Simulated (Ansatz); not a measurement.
Below is the output of a Python script on Ansatz 0.2.0, Python API that makes a single point in a Gaussian basis of C4H3FO, SMILES O=C1CC=C1F. Write a script that gives it. Level of theory: wB97X, def2-SVP basis, multiplicity 1.

```xyz
9

O     0.1579    2.0267   -0.9705
C     0.1064    0.9290   -0.4537
C    -0.9663    0.0637    0.2202
C     0.1661   -0.9390    0.3879
C     1.0856   -0.1469   -0.2128
F     2.3926   -0.2763   -0.4907
H    -1.7833   -0.2270   -0.4464
H    -1.3748    0.4992    1.1365
H     0.2160   -1.9295    0.8294
```

`python energy_c4h3fo.py` gives:
```text
converged              True
free_energy_ev         -8949.723274441529
reference_energy_ev    -8949.723274441529
n_frozen               0
n_occupied             [22, 22]
n_virtual              [77, 77]
mean field: -328.8962640 Ha, <S^2> = 0.0000, stability: minimum
HOMO -10.140 eV, LUMO 0.468 eV, gap 10.608 eV
```

One script that gives this output:

The script, `energy_c4h3fo.py`:
```python
# -*- coding: utf-8 -*-
"""Electronic structure of the C4H3FO molecule."""

from pathlib import Path

import ansatz as az
from ase import Atoms

atoms = Atoms(["O", "C", "C", "C", "C", "F", "H", "H", "H"], positions=[
    (0.1579, 2.0267, -0.9705),
    (0.1064, 0.929, -0.4537),
    (-0.9663, 0.0637, 0.2202),
    (0.1661, -0.939, 0.3879),
    (1.0856, -0.1469, -0.2128),
    (2.3926, -0.2763, -0.4907),
    (-1.7833, -0.227, -0.4464),
    (-1.3748, 0.4992, 1.1365),
    (0.216, -1.9295, 0.8294),
])
c4h3fo = az.Crystal.molecule_from_ase(atoms)

setup = c4h3fo.calculation().basis(gaussian="def2-SVP").functional(az.LibraryFunctional("wB97X")).orbitals()
out = setup.run(threads=1, pin="off", runs_dir="out")
summary = out.report

for key in ("converged", "free_energy_ev", "reference_energy_ev", "n_frozen", "n_occupied", "n_virtual"):
    print(f"{key:22s} {summary[key]}")

state = summary["mean_field"]["state"]
print(f"mean field: {state['energy']['hartree']:.7f} Ha, <S^2> = {abs(state['spin_squared']):.4f}, stability: {state.get('stability', {}).get('kind')}")

lines = Path(summary["orbitals_path"]).read_text().splitlines()
field_of = lambda key: [line.split("=")[1].strip() for line in lines if line.startswith(key)]
orbitals = [(27.211386 * float(e), s, float(n)) for e, s, n in zip(field_of("Ene="), field_of("Spin="), field_of("Occup="))]
homo = max(e for e, _, n in orbitals if n > 0.5)
lumo = min(e for e, _, n in orbitals if n < 0.5)
print(f"HOMO {homo:.3f} eV, LUMO {lumo:.3f} eV, gap {lumo - homo:.3f} eV")
```

Caveats:
- The settings weren't tested for convergence.
- The geometry is a force-field or estimated start, not a minimum of this method, and the basis set is short of its limit.
- Levels such as HOMO and LUMO are orbital energies: with these approximate functionals they aren't the ionisation energy and electron affinity, and their gap isn't the fundamental gap.
- Wall time of the script: 9.5 s on 1 thread of Arm Neoverse V1, with other jobs on the host, peak memory 0.32 GiB.
